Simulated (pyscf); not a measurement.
Single points on ωB97X-D3(BJ)/def2-SVP structures (PySCF, gas phase).

### Question
For F–GeH₂–F + silane (SiH₄) -> F–GeH₃ + F–SiH₃, a four-centre exchange (singlet surface; F–Ge, H–Si broken, Ge–H, F–Si formed), PBE/def2-TZVP gives ΔE‡ = 1.09 eV and ΔE = -0.49 eV (zero: the separated reactants). In which direction and how far do r²SCAN/def2-TZVP, PBE0-D3(BJ)/def2-TZVP, ωB97M-D3(BJ)/def2-TZVP move these?

### Answer
r²SCAN: ΔE‡ = 1.10 eV, ΔE = -0.53 eV; PBE0-D3(BJ): ΔE‡ = 1.12 eV, ΔE = -0.53 eV; ωB97M-D3(BJ): ΔE‡ = 1.22 eV, ΔE = -0.56 eV. PBE's barrier matches one of them and lies within 0.13 eV of the others. Its reaction energy lies over all of them, by 0.03 to 0.07 eV. On the product side the descent ends in a complex (not fully relaxed), 0.18 eV under the separated species and 1.87 eV under the saddle at ωB97X-D3(BJ)/def2-TZVP. One saddle was located; it need not be the lowest between these sides. Elements up to Kr have no core potential and no relativistic terms here.
